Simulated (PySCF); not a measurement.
Coordinates in bohr (charge 0 multiplicity 2):
```
P     0.6807    0.0638   -0.8502
H     2.7521   -0.9127    0.5650
O    -1.3057   -0.0974    1.5450
H    -2.9485    0.4958    1.0425
```

All numbers come from UPBE0/[P def2-TZVP, H def2-TZVP, O def2-TZVP], no relativity, density fitting, PySCF.

This geometry of HP(OH) is a stationary point at this level.

Question: What is the point group?

Answer: Cs.

Question: Is it a minimum?

Answer: Yes: all harmonic wavenumbers are real.

Question: List the harmonic modes with their infrared intensities.

Answer: 
| symmetry | ω (cm⁻¹) | IR (km/mol) |
| --- | --- | --- |
| a'' | 435 | 98.8 |
| a' | 847 | 116 |
| a' | 910 | 42.2 |
| a' | 1115 | 78.1 |
| a' | 2376 | 87.1 |
| a' | 3867 | 116 |

Question: What are the dipole moment and the gap between the highest occupied and lowest empty levels of either spin?

Answer: 1.01 D and 3.84 eV.

Question: Give the ideal-gas entropy at 298.15 K and 1 bar by parts.

Answer: translation 157.4, rotation 81.6, vibration 5.1, spin 5.8; total 249.8 J/(mol K).

Other isomers or separated fragments may lie lower.
